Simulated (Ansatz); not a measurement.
A made-up structure of CH$_{6}$BSi (charge -1), singlet:

B1  (-0.908, 0.757, -1.121)
C2  (0.051, 0.750, -0.017)
Si3  (0.612, -0.767, 0.782)
H4  (-1.386, -0.273, -1.568)
H5  (-1.282, 1.791, -1.655)
H6  (0.465, 1.687, 0.366)
H7  (2.104, -1.049, 0.746)
H8  (-0.008, -2.001, 0.195)
H9  (-0.435, 1.696, -0.654)
(Å)

It is relaxed with PBE-D4/def2-SVPD and then PBE0-D4/def2-TZVPD (Ansatz 0.2.0). Atoms count as bonded within 1.22 times the sum of their covalent radii (H–H: 0.88 Å). The end point is not checked to be a true minimum.

(1) Does its bonding change? (A judgement: the text doesn't fix the answer.)

## Answers

(1) The calculation gives: Yes. Formed: B1–Si3; broken: B1–H9.

Where it ends: The first stage lowers the energy by 4.08 eV in 32 steps. It ends as CH₆BSi ([BH2]1[CH2][SiH2]1), total charge -1:
B1  (-1.116, 0.656, -0.694)
C2  (0.470, 0.899, -0.708)
Si3  (0.060, -0.637, 0.355)
H4  (-1.641, 0.167, -1.673)
H5  (-1.810, 1.371, 0.000)
H6  (0.882, 1.749, -0.164)
H7  (0.573, -0.459, 1.760)
H8  (0.767, -1.855, -0.180)
H9  (1.029, 0.700, -1.623)
(Å)

Labels in which every atom is bracketed show which atoms are joined, not bond orders.

For scale, one of the runs: PBE0-D4/def2-TZVPD relaxation, 171 basis functions, launched by `ansatz run in.yaml --threads 2 --pin off --events-out ev --progress --plain --max-ram 4352MiB`. Hardware: 2 CPU threads of an Arm Neoverse V1, shared host. Wall time about 30 s.
